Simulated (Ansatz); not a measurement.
# P₂H₄+ (quartet): from Hartree-Fock to the top rungs, cc-pVDZ

How much of the correlation energy of P₂H₄+ (quartet) does each wave-function method recover here?

Method: cc-pVDZ, core rule «outside noble gas», up to 10 orbitals frozen; program: Ansatz 0.2.0, Gaussian basis.

To be run: UHF; CCSD(T) on ROHF; CCSD(T) on UHF; BCCD(T) on ROHF; CISD; CCSDT(Q) on ROHF; CCSDT(Q) on UHF.

27 further runs of the same task are left out: 4 for a known fault of the program, 6 that didn't finish, 17 set aside as unsound or not needed.

## Step 1: What is computed

The geometry is a PBE0/def2-TZVP stationary point (not a proven minimum) of the parent state, kept for this charge and spin.

6 atoms, charge 1, spin multiplicity 4.

Atoms are counted from 1 here; the program's logs count them from 0.

Bond lengths: P1–H3 1.432 Å, P1–H4 1.419 Å, P2–H5 1.423 Å, P2–H6 1.423 Å. Angles: H3–P1–H4 92.7°, H5–P2–H6 91.9°.

## Step 2: UHF

File in.yaml:

```yaml
crystal:
  periodic: [false, false, false]
  atoms:
    - {symbol: P, position_ang: [0.000410, 0.075491, 1.482258]}
    - {symbol: P, position_ang: [-0.001097, -0.100946, -1.530751]}
    - {symbol: H, position_ang: [0.001413, 0.336220, 2.890757]}
    - {symbol: H, position_ang: [-0.002702, -1.330867, 1.673933]}
    - {symbol: H, position_ang: [1.033146, 0.875712, -1.536829]}
    - {symbol: H, position_ang: [-1.010723, 0.901145, -1.537658]}
basis:
  gaussian: {orbitals: cc-pVDZ}
total_charge: 1
magnetization: {spin_polarized: true, initial_magnetization: 3}
hamiltonian: {xc: hf}
output: {orbitals: {seedname: orbitals}}
```

Started as:

```
ansatz run in.yaml --threads 1 --pin off --events-out ev --progress --plain --max-ram 2393MiB
```

The runs that follow: CCSD(T) on ROHF; CCSD(T) on UHF; BCCD(T) on ROHF; CISD; CCSDT(Q) on ROHF; CCSDT(Q) on UHF.

Q: Predict the results of all the runs planned. Wanted: UCCSDT(Q) below the RHF energy; RMP2 from UCCSDT(Q); UMP2 from UCCSDT(Q); RCCSD from UCCSDT(Q); RCCSD(T) from UCCSDT(Q); UCCSD(T) from UCCSDT(Q); RCCSDT(Q) from UCCSDT(Q); T1 diagnostic.

**Answer**, as computed:

| quantity | value |
| --- | --- |
| UCCSDT(Q) below the RHF energy | -7.1485 eV |
| RMP2 from UCCSDT(Q) | +1551.4 meV |
| UMP2 from UCCSDT(Q) | +1552.0 meV |
| RCCSD from UCCSDT(Q) | +232.2 meV |
| RCCSD(T) from UCCSDT(Q) | +51.8 meV |
| UCCSD(T) from UCCSDT(Q) | +51.2 meV |
| RCCSDT(Q) from UCCSDT(Q) | +1.1 meV |
| levels within 1 kcal/mol (43 meV) | RCCSDT, UCCSDT, RCCSDT(Q) |
| T1 diagnostic | 0.044 |

RCCSD(T) lands +51.8 meV from the yardstick (0.7 % of the correlation energy). These misses are within one basis, not against nature; the frozen cores of restricted and unrestricted runs differ, which can shift their rows.
